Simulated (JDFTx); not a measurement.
System: C2H6OS (SMILES CS(C)=O), charge 0, multiplicity 1; geometry: optimised with GFN2-xTB in vacuum (no frequencies checked; largest PBE force component 1.8 eV/Å). Bond lengths (Å): C1–S2 1.851, C1–H5 1.085, C1–H6 1.084, C1–H7 1.084, S2–C3 1.852, S2–O4 1.462, C3–H8 1.084, C3–H9 1.085, C3–H10 1.084. Bond angles (°): S2–C1–H5 107.5, S2–C1–H6 108.7, S2–C1–H7 109.5, H5–C1–H6 110.1, H5–C1–H7 109.7, H6–C1–H7 111.2, C1–S2–C3 94.7, C1–S2–O4 105.9, C3–S2–O4 105.8, S2–C3–H8 109.5, S2–C3–H9 107.5, S2–C3–H10 108.8, H8–C3–H9 109.7, H8–C3–H10 111.2 (the first ones only).

All numbers are PBE, GBRV ultrasoft potentials, plane waves to 20/100 Ha results from JDFTx (a modified build), not measurements. Liquid: CANDLE, water, 1 M NaCl. The liquid run sits in a periodic box with 3.75 Å from the outermost atoms to the faces; the vacuum run is isolated. The box matters at about 0.01 eV. ΔG_solv is the difference of the two single-point energies, liquid minus vacuum; no corrections are added.

```
Quantity                                                                             Result
-------------------------------------------------------------  ----------------------------
solvation energy                                                              -7.1 kcal/mol
part: cavitation term of the fluid                                            11.4 kcal/mol
part: dispersion term of the fluid                                            -9.8 kcal/mol
part: electrostatic term of the fluid                                        -13.1 kcal/mol
part: distortion of the solute's electrons                                     4.4 kcal/mol
dipole moment in vacuum                                                              3.50 D
dipole moment in the liquid                                                          5.62 D
highest occupied level in vacuum (zero: vacuum level)                              -5.51 eV
highest occupied level in the liquid (zero: bulk electrolyte)                      -5.86 eV
volume of the model's cavity                                                       234.1 Å³
rough cost, vacuum and liquid run                              4 min and 4 min of core time
```
